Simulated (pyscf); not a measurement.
Four-centre exchange: H₃C–CH₂–ZnH + H₂S -> H₃C–CH₂–Zn–SH + hydrogen (H₂)

Gas phase, singlet surface, charge 0. Bonds broken: Zn3–H9, S10–H11. Bonds formed: Zn3–S10, H9–H11. Single points on ωB97X-D3(BJ)/def2-SVP structures (PySCF, gas phase).

Transition state (Å):

```xyz
12

C     -0.9040     1.7044    -1.2018
C     -0.2785     0.3360    -0.9045
Zn    -1.0793    -0.5257     0.6556
H     -1.9784     1.6209    -1.4356
H     -0.8223     2.3884    -0.3406
H     -0.4234     2.2037    -2.0617
H      0.8067     0.4391    -0.7255
H     -0.3725    -0.3331    -1.7774
H     -1.2732    -1.9411     1.6496
S     -2.5635     0.2816     2.4778
H     -1.8878    -1.1968     2.1816
H     -1.5008     0.6616     3.2172
```

One imaginary mode, 1214i cm⁻¹; descent along it reached the two sides named, in the forms told below.

```csv
bond,change,reactant side (Å),saddle,product side
Zn3–H9,breaks,1.565,1.740,3.4
S10–H11,breaks,1.346,1.652,3.0
Zn3–S10,forms,2.8,2.485,2.189
H9–H11,forms,3.1,1.102,0.762
```

Electronic energies relative to the separated reactants (eV):

```tsv
level	barrier	reaction energy	reverse barrier
ωB97X-D3(BJ)/def2-TZVP	0.58	-0.95	1.53
PBE/def2-TZVP	0.41	-0.86	1.27
r²SCAN/def2-TZVP	0.39	-0.92	1.31
B3LYP-D3(BJ)/def2-TZVP	0.59	-0.87	1.46
PBE0-D3(BJ)/def2-TZVP	0.44	-0.89	1.33
M06-2X/def2-TZVP	0.50	-1.01	1.52
ωB97M-D3(BJ)/def2-TZVP	0.70	-0.81	1.51
HF/def2-TZVP	1.25	-0.76	2.01
```

With ωB97M-D3(BJ)/def2-TZVP energies and thermal terms (ideal gas, 1 atm, RRHO with modes under 100 cm⁻¹ raised to 100, one conformer, R ln 2 for rigid chiral ones), in eV:

```tsv
T (K)	ΔH‡	ΔG‡	ΔH	ΔG
298	0.67	1.11	-0.83	-0.76
600	0.68	1.56	-0.78	-0.71
900	0.71	1.99	-0.74	-0.68
1200	0.75	2.41	-0.72	-0.66
```

On the reactant side the descent ends in a complex, 0.30 eV under the separated species and 0.88 eV under the saddle at ωB97X-D3(BJ)/def2-TZVP. One saddle was located; it need not be the lowest between these sides. Elements up to Kr have no core potential and no relativistic terms here.
